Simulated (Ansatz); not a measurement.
Relaxation of C4H7N (12 atoms, charge 0, multiplicity 1), to a largest force component of 0.015 eV/Å in at most 40 steps.

Level of theory: Ansatz, RKS PBE0-D4/STO-3G.

```xyz
12
Properties=species:S:1:pos:R:3
C -0.971 0.272 1.150
C -0.066 0.742 0.085
C 1.306 0.399 0.159
C 0.704 -0.194 -0.729
N 0.388 -1.053 -1.727
H -1.054 1.076 1.940
H -2.001 0.235 0.722
H -0.721 -0.633 1.577
H -0.300 1.715 -0.320
H 2.269 0.550 0.686
H 1.072 -1.779 -1.788
H -0.548 -1.384 -1.721
```

Task: Where does it end, and by what steps?

Result: It converged. Limits of this set-up: minimal basis. After 9 steps the energy has fallen by 1.189 eV; H12 moved furthest, 0.20 Å. The start is strongly strained (largest force component 10 eV/Å).

| step | energy less start (eV) | largest force component (eV/Å) | accepted |
| --- | --- | --- | --- |
| 0 | 0.0000 | 9.650 | yes |
| 1 | -1.0698 | 1.726 | yes |
| 2 | -1.1448 | 0.722 | yes |
| 3 | -1.1747 | 0.386 | yes |
| 4 | -1.1742 | 0.490 | no |
| 5 | -1.1854 | 0.096 | yes |
| 6 | -1.1881 | 0.106 | yes |
| 7 | -1.1886 | 0.048 | yes |
| 8 | -1.1891 | 0.017 | yes |
| 9 | -1.1891 | 0.008 | yes |

```xyz
12
Properties=species:S:1:pos:R:3
C -1.070 0.363 1.230
C -0.076 0.786 0.131
C 1.380 0.370 0.158
C 0.626 -0.235 -0.728
N 0.472 -1.071 -1.849
H -1.076 1.099 2.046
H -2.091 0.297 0.829
H -0.797 -0.613 1.649
H -0.343 1.758 -0.318
H 2.351 0.530 0.615
H 1.183 -1.840 -1.853
H -0.482 -1.498 -1.878
```

Whether the end is a true minimum wasn't checked by a vibrational analysis.

The run took 22 s on 1 thread of Arm Neoverse V1, on a shared host, peak memory 0.1 GiB.
